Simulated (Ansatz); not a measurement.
## Structure relaxation of K3Cl

Computed with DFT PBE, scalar-relativistic, plane waves, PAW in Ansatz. Cutoff 420 eV, Γ-centred k mesh, Gaussian smearing, no spin polarisation in the final step.

K3Cl was placed on the sites of a reported RuBr3 cell (P6_3/mcm, No. 193), with Cl in place of Ru, K in place of Br, at a guessed volume.

```
CELL_PARAMETERS angstrom
7.14693 0.00000 0.00000
-3.57347 6.18943 0.00000
0.00000 0.00000 6.45652
ATOMIC_POSITIONS crystal
K 0.31150 0.31150 0.25000
K 0.00000 0.31150 0.75000
K 0.68850 0.00000 0.25000
K 0.68850 0.68850 0.75000
K 0.00000 0.68850 0.25000
K 0.31150 0.00000 0.75000
Cl 0.00000 0.00000 0.00000
Cl 0.00000 0.00000 0.50000
```

Cell and atoms relax at zero pressure; the relaxation can't lower the symmetry of the start. After a coarse first stage the cell is made exact in the group found at 0.06 Å.

Energies over the elements count from the elements' standard structures at the same level (Cl₂ as a molecule), with no empirical corrections.

(1) Describe the relaxed structure.

(2) What are its volume, energy, density and gap?

Answers

(1) It keeps P6_3/mcm (No. 193). Conventional cell: a = 8.122 Å, c = 7.804 Å. K has 2 Cl at 3.19 Å; around Cl lie 6 K at 3.19 Å and 2 Cl at 3.90 Å.

```
K Cl
1.0
     8.12182    0.00000    0.00000
    -4.06091    7.03370    0.00000
     0.00000    0.00000    7.80378
K Cl
6 2
Direct
  0.31077 0.31077 0.25000
  0.00000 0.31077 0.75000
  0.68923 0.00000 0.25000
  0.68923 0.68923 0.75000
  0.00000 0.68923 0.25000
  0.31077 0.00000 0.75000
  0.00000 0.00000 0.00000
  0.00000 0.00000 0.50000
```

(2) The volume per atom is 55.73 Å³ and the density is 1.14 g/cm³. The energy over the elements is -0.93 eV/atom and the gap on the 6×6×6 mesh is 0 eV (a metal).

The final run used a 6×6×6 mesh on its 8-atom cell and 0.10 eV smearing. The k mesh leaves about 4 meV/atom of noise in metals. A structure relaxed within its symmetry needn't be a true minimum. The steps took roughly 4 core-minutes in all.